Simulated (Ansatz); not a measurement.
We consider 2H WSe₂, described by r²SCAN+rVV10 (Ansatz, an electronic-structure program, plane waves, PAW).

Numerical settings: plane-wave cutoff 560 eV, 12×12×4 k mesh (along the axes of the cell as run), Fermi–Dirac smearing 0.01 eV, no spin polarisation, scalar-relativistic PAW data made under PBE.

Cell (relaxed at this level):

```cif
data_Se4W2
_chemical_formula_sum 'W2 Se4'
_space_group_name_H-M_alt 'P 1'
_space_group_IT_number 1
_cell_length_a 3.29978
_cell_length_b 3.29978
_cell_length_c 13.15056
_cell_angle_alpha 90.000
_cell_angle_beta 90.000
_cell_angle_gamma 120.000
loop_
_space_group_symop_operation_xyz
  'x, y, z'
loop_
_atom_site_label
_atom_site_type_symbol
_atom_site_fract_x
_atom_site_fract_y
_atom_site_fract_z
_atom_site_occupancy
W1 W 0.33333 0.66667 0.25000 1
W2 W 0.66667 0.33333 0.75000 1
Se1 Se 0.33333 0.66667 0.87665 1
Se2 Se 0.66667 0.33333 0.37665 1
Se3 Se 0.66667 0.33333 0.12335 1
Se4 Se 0.33333 0.66667 0.62335 1
```

Question: Predict the pressure derivative B′ of the bulk modulus, Γ–Γ gap, band gap and smallest direct gap on the k points sampled.

Answer: 
- pressure derivative B′ of the bulk modulus: 13.1
- Γ–Γ gap: 2.77 eV
- band gap: 1.12 eV
- smallest direct gap on the k points sampled: 1.61 eV

Note: the bulk modulus comes from volumes at which shape and atoms were relaxed.

Spin–orbit coupling is not included.

Computed values are for the static lattice.

Cost on a shared machine: very roughly 23 core-minutes.
